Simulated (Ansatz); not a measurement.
System: rhombohedral A7 Sb. Method: PBE-D3(BJ) (Ansatz, a program for electronic structure, PAW).

Settings: plane-wave cutoff 520 eV, 18×18×18 k mesh, Fermi–Dirac smearing 0.085 eV (set by the program), scalar-relativistic PAW data made under PBE.

Cell (relaxed at this level):

```cif
data_Sb2
_chemical_formula_sum 'Sb2'
_space_group_name_H-M_alt 'P 1'
_space_group_IT_number 1
_cell_length_a 4.44393
_cell_length_b 4.44393
_cell_length_c 4.44393
_cell_angle_alpha 58.181
_cell_angle_beta 58.181
_cell_angle_gamma 58.181
loop_
_space_group_symop_operation_xyz
  'x, y, z'
loop_
_atom_site_label
_atom_site_type_symbol
_atom_site_fract_x
_atom_site_fract_y
_atom_site_fract_z
_atom_site_occupancy
Sb1 Sb 0.76351 0.76351 0.76351 1
Sb2 Sb 0.23649 0.23649 0.23649 1
```

Problem. Estimate the polycrystal shear modulus (Hill average), elastic constant C12, elastic constant C66, elastic constant C13, Voigt–Reuss–Hill bulk modulus, elastic constant C11, elastic constant C33 and elastic constant C44 that the calculation returns.

Solution. 
- polycrystal shear modulus (Hill average): 28.1 GPa
- elastic constant C12: 26.2 GPa
- elastic constant C66: 35.0 GPa
- elastic constant C13: 28.1 GPa
- Voigt–Reuss–Hill bulk modulus: 43.6 GPa
- elastic constant C11: 96.3 GPa
- elastic constant C33: 51.5 GPa
- elastic constant C44: 42.7 GPa

Note: the dispersion coefficients are held fixed in the derivatives.

Elastic constants are with the ions relaxed.

Spin–orbit coupling is not included.

The computed numbers hold no vibrational or temperature effects.
